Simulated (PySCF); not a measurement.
# Accurate constants of BP−, step by step

An exercise on one series of results from a longer session: the logs are not shown, and one member is left open.

Computed with PySCF 2.14.0. Level: CCSD(T) on ROHF, no relativity in the base curves; scalar relativity is added as a correction.

3 further runs of the same task are left out: 3 set aside as unsound or not needed.

Set-up of the first run:

```yaml
molecule: BP−
state: doublet, unpaired electrons σ ↑
smaller_basis: B aug-cc-pVDZ, P aug-cc-pV(D+d)Z
larger_basis: B aug-cc-pVTZ, P aug-cc-pV(T+d)Z
frozen_core_orbitals: 6
extrapolation: correlation as n⁻³ (n = 2, 3), Hartree–Fock as (n+1)·exp(−9√n)
corrections: core–valence correlation, scalar relativity
distances_Å: 1.5087, 1.5773, 1.6459, 1.7144, 1.7830, 1.8687, 1.9545
masses_u: 11.0093, 30.9738
dissociation_limit: B + P−
```

On the command line:

```bash
> OMP_NUM_THREADS=4 python comp.py task.json out
```

One table of the session follows, with a row left open; its other results are not shown here.

Parts of the energy along the bond, in eV from B + P−:

| R (Å) | HF/CBS | CCSD corr. | (T) | core–valence | relativity |
| --- | --- | --- | --- | --- | --- |
| 1.5087 | -2.947 | -1.228 | -0.2629 | -0.0848 | -0.0001 |
| 1.5773 | ? | ? | ? | ? | ? |
| 1.6459 | -3.622 | -1.304 | -0.3132 | -0.0545 | 0.0044 |
| 1.7144 | -3.613 | -1.353 | -0.3414 | -0.0430 | 0.0054 |
| 1.7830 | -3.456 | -1.407 | -0.3711 | -0.0333 | 0.0059 |
| 1.8687 | -3.120 | -1.479 | -0.4087 | -0.0235 | 0.0059 |
| 1.9545 | -2.692 | -1.548 | -0.4448 | -0.0158 | 0.0055 |

**Question.** Estimate the row for R (Å) = 1.5773.

Worked estimate for «HF/CBS». A straight line through the neighbours (1.5087, -2.947) and (1.6459, -3.622) gives -2.947 + (-3.622 + 2.947) × (1.5773 − 1.5087) / (1.6459 − 1.5087) = -3.284; a parabola fitted to 3 rows on both sides gives -3.400.

As computed: HF/CBS: -3.424; CCSD corr.: -1.262; (T): -0.2869; core–valence: -0.0684; relativity: 0.0026. In «HF/CBS» the line misses by +0.140 and the parabola by +0.024.

Caveats from the session: Spin–orbit coupling and excitations beyond (T) are left out. An extrapolation from double and triple zeta is rough, so this isn't yet the limit.
